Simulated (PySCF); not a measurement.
## Proton affinity of hydroxyde ion, site by site

Parent: hydroxyde ion, `[OH-]` ([OH]-). Non-hydrogen atoms are numbered in `[OH-:1]`.

Level of theory: PBE0-D3(BJ)/ma-def2-TZVP single points in PySCF, grid level 2; every species was optimised with PBE0-D3(BJ)/ma-def2-SVP. The prefix ma- adds one diffuse s and one diffuse p function on all atoms but H. Zero-point and thermal terms (298.15 K, 1 bar) come from unscaled PBE0-D3(BJ)/ma-def2-SVP harmonic frequencies, with soft modes damped to free rotors in the entropy.

```csv
site,product,PA / eV,GB / eV
O1 (anionic oxygen),H2O,16.98,16.69
```

PA is −ΔH and GB is −ΔG of B + H⁺ → BH⁺ in the gas phase.

Against the Active Thermochemical Tables (version 1.112): O1 1633 (computed 1638, error 5) kJ/mol.

Structures, frequencies and single points took 3.4 s of wall time on 1 thread of Arm Neoverse V2 (shared host), launched as `OMP_NUM_THREADS=1 python redox_run.py task.json out`.

---

## Proton affinity of phosphine, site by site

System: phosphine, `P` (PH3). Numbering: `[PH3:1]`

Energies: M06-2X/def2-TZVP (PySCF, density fitting, integration grid level 3) on PBE0-D3(BJ)/def2-SVP structures. Zero-point and thermal terms (298.15 K, 1 bar) come from unscaled PBE0-D3(BJ)/def2-SVP harmonic frequencies, with soft modes damped to free rotors in the entropy.

| site | product | PA / eV | GB / eV |
| --- | --- | --- | --- |
| P1 (phosphorus) | [PH4]+ | 8.06 | 7.71 |

PA is −ΔH and GB is −ΔG of B + H⁺ → BH⁺ in the gas phase.

Measured values (NIST Chemistry WebBook, evaluated or the median of agreeing entries): proton affinity (−ΔH) 785 kJ/mol (computed 778, difference -7); gas-phase basicity (−ΔG) 751 kJ/mol (computed 744, difference -7).

---

Which proton of ammonia is most acidic?

Molecule: ammonia, `N` (NH3). Non-hydrogen atoms are numbered in `[NH3:1]`.

Level of theory: ωB97X-D3(BJ)/ma-def2-TZVP single points in PySCF, grid level 2; every species was optimised with PBE0-D3(BJ)/ma-def2-SVP. Thermal corrections: PBE0-D3(BJ)/ma-def2-SVP frequencies, unscaled, ideal gas at 298.15 K and 1 bar, quasi-RRHO entropy.

| site | product | ΔH(acid) / kcal/mol | ΔG(acid) / kcal/mol |
| --- | --- | --- | --- |
| N1 (amine nitrogen) | [NH2]- | 406.9 | 399.4 |

ΔH and ΔG refer to AH → A⁻ + H⁺ in the gas phase.

In water the product from N1 is solvated 75.9 kcal/mol more strongly than the parent (electrostatics only).

Vertical detachment energies of the anions: [NH2]- 0.65 eV.

Measured values (NIST Chemistry WebBook, evaluated or the median of agreeing entries): deprotonation enthalpy (ΔH) 1688 kJ/mol (computed 1702, difference 14); gas-phase acidity (ΔG) 1657 kJ/mol (computed 1671, difference 14).
